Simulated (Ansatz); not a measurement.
`O=[N+]([O-])[O-]`. Charge -1, multiplicity 1. The geometry is a stationary point of PBE0-D4/def2-TZVPD.

```xyz
4

O    -0.607   -0.066   -1.087
N     0.000    0.000    0.000
O     0.661    1.018    0.284
O    -0.054   -0.952    0.803
```

**Question.** Give the Mulliken charges with r2SCAN, ωB97M-V, B3LYP in def2-TZVPPD. (Estimate.)

**Answer.** Ansatz gave: 
```json
{"atom": "O1", "r2SCAN": "-0.68", "ωB97M-V": "-0.64", "B3LYP": "-0.63"}
{"atom": "N2", "r2SCAN": "1.03", "ωB97M-V": "0.93", "B3LYP": "0.89"}
{"atom": "O3", "r2SCAN": "-0.68", "ωB97M-V": "-0.64", "B3LYP": "-0.63"}
{"atom": "O4", "r2SCAN": "-0.68", "ωB97M-V": "-0.64", "B3LYP": "-0.63"}
```

B3LYP here is the variant with VWN-RPA as its local correlation; programs differ in this.
